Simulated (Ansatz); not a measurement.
## Telling isomers of CH3NaSi apart by their spectra

These gas-phase data were calculated for one isomer of CH3NaSi at B3LYP-D4/def2-TZVP (harmonic, unscaled wavenumbers; equilibrium rotational constants with average atomic masses):

| Quantity | Value |
| --- | --- |
| rotational constants | 15.23, 3.189, 2.679 GHz |
| all wavenumbers above 1500 cm⁻¹ | 3085, 3041, 2959 |

Candidates:

(1) `C=[SiH][Na]`, a singlet
(2) `C[Si][Na]`, a singlet

Q: Which candidate do the data belong to?

A: Candidate (2). No mode falls between 2000 and 2380 cm⁻¹, where the Si–H stretch of (1) would stand.

The same quantities for all candidates:

|  | rotational constants (GHz) | wavenumbers above 1500 cm⁻¹ | E above the lowest, B3LYP-D4/def2-TZVP (kcal/mol) |
| --- | --- | --- | --- |
| (1) | 24.98, 3.166, 2.81 | 3183, 3108, 2081 | 0.0 |
| (2) | 15.23, 3.189, 2.679 | 3085, 3041, 2959 | 13.9 |

Harmonic stretches to hydrogen usually lie a few per cent above observed fundamentals. Each candidate is one conformer. Programs: Ansatz 0.2.0.
